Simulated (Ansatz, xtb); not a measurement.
System: disodium, Na2, charge 0, multiplicity 1. 
Structure (B3LYP-D3(BJ)/def2-TZVP (Ansatz, a program for electronic structure) minimum search):
SMILES: [Na][Na]
```xyz
2

Na     0.0000     0.0000    -1.5272
Na     0.0000     0.0000     1.5272
```
Charge 0, spin multiplicity 1.

Harmonic wavenumbers from GFN2-xTB (xtb, at its own minimum), cm⁻¹: 263.

Q: Give the harmonic wavenumbers at B3LYP-D3(BJ)/def2-TZVP (Ansatz, finite differences of forces, unscaled).

A: 161 cm⁻¹. Zero-point energy 0.2 kcal/mol.

Q: From these and the geometry, give the ideal-gas thermochemistry at 298.15 K and 1 atm (rigid rotor, harmonic oscillator).

A: Point group D∞h, rotational symmetry number 2. Rotational constants 4.712, 4.712 GHz. S(trans) 37.40, S(rot) 14.89, S(vib) 2.54, S(elec, spin only) 0.00, S 54.8 cal/(mol K). H(298) - H(0) 2.47 kcal/mol; G - E(el) -13.7 kcal/mol. Tabulated S at 1 bar: 55.0 cal/(mol K) (CRC Handbook, as tabulated in the package chemicals).
